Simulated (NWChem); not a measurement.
Atomisation of pyrrole (C₄H₅N)

```xyz
10

C     -0.7108     0.0000     0.9829
C      0.7108     0.0000     0.9829
C      1.1192     0.0000    -0.3342
N      0.0000     0.0000    -1.1172
C     -1.1192     0.0000    -0.3342
H     -1.3652     0.0000     1.8525
H      1.3652     0.0000     1.8525
H      2.1156     0.0000    -0.7708
H      0.0000     0.0000    -2.1269
H     -2.1156     0.0000    -0.7708
```
Charge 0, spin multiplicity 1.

Everything below was run with NWChem. Structure: optimised with PBE0/def2-SVP, a minimum by its harmonic frequencies.

Basis set: def2-TZVP. The atomisation energy is electronic alone: no zero-point, thermal, spin-orbit or counterpoise terms. No value is extrapolated to the basis-set limit. Free atoms are single determinants with multiplicities C 3, N 4, H 2.

B3LYP has NWChem's definition, with VWN1-RPA local correlation. No SCF solution was tested for a lower state.

One of these methods gave an atomisation energy of 1084.9 kcal/mol. Which?
(A) r2SCAN
(B) PBE0
(C) B3LYP
(D) LDA (SVWN5)

B, PBE0. The others give 1075.2 (r2SCAN), 1248.5 (LDA (SVWN5)), 1067.0 (B3LYP).
